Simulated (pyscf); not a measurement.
`[Cl-]` + `[CH3][Br]` → `[CH3][Cl]` + `[Br-]`, a substitution at C (singlet surface; Br–C broken, C–Cl formed). Single points on ωB97X-D3(BJ)/def2-SVPD structures (PySCF, gas phase). MP2 and CC: frozen core, UHF for open shells. ΔMP2 is the change of the MP2 total energy from the triple- to the quadruple-zeta basis. Energies in kcal/mol from the separated reactants.

Small-basis levels: PySCF, no dispersion term, spherical d functions. 

Question: Quick B3LYP/LANL2DZ single points give ΔE‡ = -20.1 kcal/mol and ΔE = -11.4 kcal/mol. What does CCSD(T)/def2-TZVPPD + ΔMP2(QZVPPD) give, and how far is the quick result from it?

Answer: CCSD(T)/def2-TZVPPD + ΔMP2(QZVPPD) gives ΔE‡ = -1.8 kcal/mol and ΔE = -7.5 kcal/mol. B3LYP/LANL2DZ lies 18.4 kcal/mol under it in the barrier and 3.9 kcal/mol under it in the reaction energy, so on this step it does not hold to within 3.0 kcal/mol. CCSD(T)/def2-TZVPPD + ΔMP2(QZVPPD) has limits of its own. On the reactant side the descent ends in a bound adduct, 10.7 kcal/mol under the separated species and 10.4 kcal/mol under the saddle at ωB97X-D3(BJ)/def2-TZVPD. On the product side the descent ends in a bound adduct, 9.4 kcal/mol under the separated species and 16.9 kcal/mol under the saddle at ωB97X-D3(BJ)/def2-TZVPD. At CCSD(T) the saddle lies under the separated reactants, which points to a path from their complex (located at ωB97X-D3(BJ) alone). This is the saddle that the search found; another between the same sides may lie lower. The angle at the attacked C is 180°. The CCSD(T) − MP2 part came from Ansatz, without density fitting, on the same reference. The frozen core leaves the outer d or s,p core shells of the metals and heavy elements correlated in the MP2 and CC values, and def2-TZVPP describes them poorly, which can shift differences by a few kcal/mol. In the def2 sets elements up to Kr have no core potential.
